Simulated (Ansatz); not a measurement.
# Molecular dynamics of H₉NSi₂

The input (input.yaml):

```yaml
crystal:
  periodic: [false, false, false]
  atoms:
    - { symbol: Si, position_ang: [-0.408212, 0.16075, 0.092638] }
    - { symbol: Si, position_ang: [-0.046944, -0.152098, 2.656632] }
    - { symbol: H, position_ang: [-1.013182, -0.676992, 3.671328] }
    - { symbol: H, position_ang: [1.116563, -1.078411, 2.575068] }
    - { symbol: H, position_ang: [0.420828, 1.187841, 3.111277] }
    - { symbol: H, position_ang: [1.07104, 0.501852, 0.186409] }
    - { symbol: "N", position_ang: [-0.825772, 1.48537, -0.907497] }
    - { symbol: H, position_ang: [-1.763024, 1.695584, -1.227765] }
    - { symbol: H, position_ang: [-0.12862, 2.171474, -1.173224] }
    - { symbol: H, position_ang: [-0.467426, -1.295977, -0.204436] }
    - { symbol: H, position_ang: [-2.075356, 0.081922, 0.485384] }
    - { symbol: H, position_ang: [-1.396193, 0.048187, 1.392287] }
basis:
  gaussian: { orbitals: "6-31G*" }
hamiltonian:
  xc: r2scan
  dispersion: d4
md:
  timestep: 0.5
  n_steps: 200
  ensemble: nve
  temperature: 100.0
  initial_velocities: maxwell_boltzmann
  seed: 2220
```

Command:

```bash
$ ansatz run input.yaml --threads 1 --pin off --max-ram 2048MiB --backend cpu --events-out ev --progress --plain --runs-dir out
```

It starts at the highest image of a converged band. Of that band: Neighbouring images differ by up to 2.3 eV, so the band resolves the path poorly. A vibrational analysis at the climbing image gives one clearly imaginary mode, 1369i cm⁻¹: a first-order saddle point.

Output, in part (step lines, the closing report, with atoms numbered from 0):

```
md step     0: t =     0.00 fs  T =   100.0 K  F+E_penalty+E_count = -17385.30334665 eV  E_kin = 0.129260 eV  conserved = -17385.17408665 eV  (26 SCF iters)
md step     1: t =     0.50 fs  T =    97.8 K  F+E_penalty+E_count = -17385.30047180 eV  E_kin = 0.126435 eV  conserved = -17385.17403642 eV  (29 SCF iters)
md step     2: t =     1.00 fs  T =    91.8 K  F+E_penalty+E_count = -17385.29262818 eV  E_kin = 0.118718 eV  conserved = -17385.17391033 eV  (29 SCF iters)
md step     3: t =     1.50 fs  T =    83.6 K  F+E_penalty+E_count = -17385.28178615 eV  E_kin = 0.108031 eV  conserved = -17385.17375527 eV  (28 SCF iters)
md step     4: t =     2.00 fs  T =    74.9 K  F+E_penalty+E_count = -17385.27038342 eV  E_kin = 0.096762 eV  conserved = -17385.17362124 eV  (28 SCF iters)
md step     5: t =     2.50 fs  T =    67.3 K  F+E_penalty+E_count = -17385.26053599 eV  E_kin = 0.086991 eV  conserved = -17385.17354496 eV  (28 SCF iters)
md step     6: t =     3.00 fs  T =    61.8 K  F+E_penalty+E_count = -17385.25346166 eV  E_kin = 0.079923 eV  conserved = -17385.17353818 eV  (28 SCF iters)
md step     7: t =     3.50 fs  T =    58.6 K  F+E_penalty+E_count = -17385.24929039 eV  E_kin = 0.075704 eV  conserved = -17385.17358680 eV  (28 SCF iters)
[... lines left out ...]
Total energy: -17386.96503388 eV, -638.9591796870 hartree
Atom 0 at     0.256095    -0.016812     0.009446 Å, force    -0.809376    -0.284310     0.622174 eV/Å
Atom 1 at     0.047266     0.004332     2.415646 Å, force     0.872261     0.700967    -0.477900 eV/Å
Atom 2 at    -1.267038     0.389666     2.971124 Å, force    -0.391915    -0.074739    -0.184192 eV/Å
Atom 3 at     0.775730    -0.622041     3.547098 Å, force     0.134315    -0.507838    -0.074975 eV/Å
Atom 4 at     0.821183     1.328474     2.308562 Å, force    -0.393974    -0.264464     0.169162 eV/Å
Atom 5 at     1.694531     0.331293    -0.132709 Å, force    -0.064460     0.363660    -0.173393 eV/Å
Atom 6 at    -0.891440     1.274184    -0.244472 Å, force     1.302030     0.228305    -0.279957 eV/Å
Atom 7 at    -1.898752     1.206664    -0.257657 Å, force     0.050241    -0.178110     0.117364 eV/Å
Atom 8 at    -0.547749     2.061973     0.283450 Å, force    -0.590413     0.680195     0.087752 eV/Å
Atom 9 at    -0.032288    -0.965782    -1.080197 Å, force    -0.108715    -0.663664     0.193947 eV/Å
Atom 10 at   -12.280822     1.346095     0.355929 Å, force    -2.263583     1.066824    -1.148738 eV/Å
Atom 11 at   -11.721530     1.082523     0.639735 Å, force     2.263590    -1.066825     1.148756 eV/Å
Dipole moment:    -0.207549     0.008183    -0.060429 e Å
```

The steps, from the saved trajectory:

| time (fs) | T (K) | potential energy less start (eV) | conserved less start (meV/atom) |
| --- | --- | --- | --- |
| 0 | 100 | 0.000 | 0.00 |
| 3 | 62 | 0.050 | 0.05 |
| 6 | 56 | 0.057 | 0.04 |
| 9 | 96 | 0.006 | 0.03 |
| 12 | 233 | -0.170 | 0.10 |
| 15 | 630 | -0.686 | -0.10 |
| 18 | 1093 | -1.286 | -0.20 |
| 21 | 1404 | -1.685 | 0.05 |
| 24 | 1593 | -1.929 | 0.06 |
| 27 | 1676 | -2.038 | -0.05 |
| 30 | 1730 | -2.109 | -0.15 |
| 33 | 1751 | -2.135 | -0.12 |
| 36 | 1774 | -2.162 | 0.08 |
| 39 | 1786 | -2.179 | 0.05 |
| 42 | 1728 | -2.105 | -0.05 |
| 45 | 1644 | -1.997 | -0.16 |
| 48 | 1536 | -1.857 | -0.09 |
| 51 | 1530 | -1.848 | 0.11 |
| 54 | 1640 | -1.990 | 0.04 |
| 57 | 1718 | -2.093 | -0.05 |
| 60 | 1764 | -2.153 | -0.17 |
| 63 | 1747 | -2.130 | -0.11 |
| 66 | 1769 | -2.156 | 0.11 |
| 69 | 1849 | -2.261 | 0.03 |
| 72 | 1879 | -2.301 | -0.06 |
| 75 | 1864 | -2.282 | -0.16 |
| 78 | 1733 | -2.112 | -0.12 |
| 81 | 1609 | -1.950 | 0.11 |
| 84 | 1613 | -1.955 | 0.06 |
| 87 | 1646 | -1.999 | -0.07 |
| 90 | 1627 | -1.976 | -0.17 |
| 93 | 1515 | -1.831 | -0.10 |
| 96 | 1421 | -1.706 | 0.09 |
| 99 | 1393 | -1.670 | 0.06 |

The run went to its last step. The conserved energy stayed within 0.26 meV per atom of its start (net change 0.098 meV per atom), so the integration is sound. The kinetic energy rose, since the run started high on the potential surface and went downhill. It ends in pieces (H2 + H7NSi2), so much of that is their flight and rotation, not heat. A run of 0.1 ps of so small a system gives no equilibrium averages. The orbitals stay closed-shell, which can raise the energy where a bond breaks towards radicals; this wasn't checked here.

Between its relaxed ends the band would form Si1–H11, Si2–H12 and break Si1–Si2, H11–H12. These pairs go: Si1–H11 1.71 → 12.62 Å, Si2–H12 1.86 → 11.95 Å, Si1–Si2 2.61 → 2.42 Å, H11–H12 1.13 → 0.68 Å. In the last frame they stand as before the step (other bonds may differ from the relaxed reactants and products). Also parted: Si1–H12 1.64 → 12.04 Å. It ends as H2 + H7NSi2. Pairs count as bonded within 1.25 times the sum of covalent radii (0.12 Å more for H–H).

Last frame:

```xyz
12
Properties=species:S:1:pos:R:3
Si 0.256 -0.017 0.009
Si 0.047 0.004 2.416
H -1.267 0.390 2.971
H 0.776 -0.622 3.547
H 0.821 1.329 2.309
H 1.694 0.331 -0.133
N -0.891 1.274 -0.244
H -1.899 1.207 -0.258
H -0.548 2.062 0.283
H -0.032 -0.966 -1.080
H -12.281 1.346 0.356
H -11.722 1.083 0.640
```

The run took 5.5 min on 1 thread of AMD EPYC 9R45 96-Core Processor (Zen 5), with other jobs on the host, peak memory 0.15 GiB.
